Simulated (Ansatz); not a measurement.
**What a trial cell of Ca relaxes into**

Level of theory: DFT r2SCAN, scalar-relativistic, plane waves, PAW (Ansatz). Cutoff 500 eV, Γ-centred k mesh, Gaussian smearing, no spin polarisation in the final step.

The start puts Ca on the simple cubic structure type (Pm-3m, No. 221), at a guessed volume.

```
CELL_PARAMETERS angstrom
3.56744 0.00000 0.00000
0.00000 3.56744 0.00000
0.00000 0.00000 3.56744
ATOMIC_POSITIONS crystal
Ca 0.00000 0.00000 0.00000
```

Cell and atoms relax at zero pressure; the relaxation can't lower the symmetry of the start.

Energies count from the standard state of Ca at the same level.

Task: Describe the relaxed structure.

Result: It keeps Pm-3m (No. 221). The result has the simple cubic structure. Conventional cell: a = 3.495 Å. Around Ca lie 6 Ca at 3.49 Å.

Space group Pm-3m (No. 221). a = 3.495 Å, b = 3.495 Å, c = 3.495 Å, α = 90.00°, β = 90.00°, γ = 90.00°
```json
{"atom": "Ca", "site": "1a", "symmetry": "m-3m", "x": "0.0000", "y": "0.0000", "z": "0.0000"}
```

Task: What are its volume, energy, density and gap?

Result: The volume per atom is 42.68 Å³, the density is 1.56 g/cm³ and the energy over the standard structure is 0.40 eV/atom. The gap on the 16×16×16 mesh is 0 eV (a metal).

The final run used a 16×16×16 mesh on its 1-atom cell and 0.10 eV smearing. For metals, differences of a few meV/atom aren't resolved. Symmetry constrained the relaxation, so the result can be a saddle point. The steps took roughly 40 core-seconds in all.